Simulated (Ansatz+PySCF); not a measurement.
A calculation with Ansatz (development build ahead of 0.2.0).

```yaml
crystal:
  periodic: [false, false, false]
  atoms:
    - { symbol: H, position_ang: [0.00753, 0.40434, 0.36034] }
    - { symbol: O, position_ang: [0.00672, 0.64202, 1.28434] }
    - { symbol: O, position_ang: [-0.00797, -0.48668, 1.93785] }
basis:
  gaussian: { orbitals: cc-pVTZ }
magnetization:
  spin_polarized: true
  initial_magnetization: 1
hamiltonian:
  xc: hf
correlation:
  method: mp2
  frozen_orbitals: { H: 0, O: 1 }
output:
  forces: true
```

The input is written out in the form of the current development build from the run's settings.

The run gave:

```yaml
Converged: yes
Reference_energy: -150.23789 hartree
Correlation_energy: -0.44150 hartree
Total_energy: -150.67940 hartree
Spin_squared_of_the_determinant: 0.761
Stability_test: minimum
Occupied_orbitals_by_symmetry_in_an_Abelian_subgroup_alpha;_beta: 7 A' 2 A''; 7 A' 1 A''
```

Forces (eV/Å):
```tsv
atom	Fx	Fy	Fz
H1	-0.001	-0.334	-0.837
O2	0.005	0.669	0.741
O3	-0.004	-0.335	0.097
```
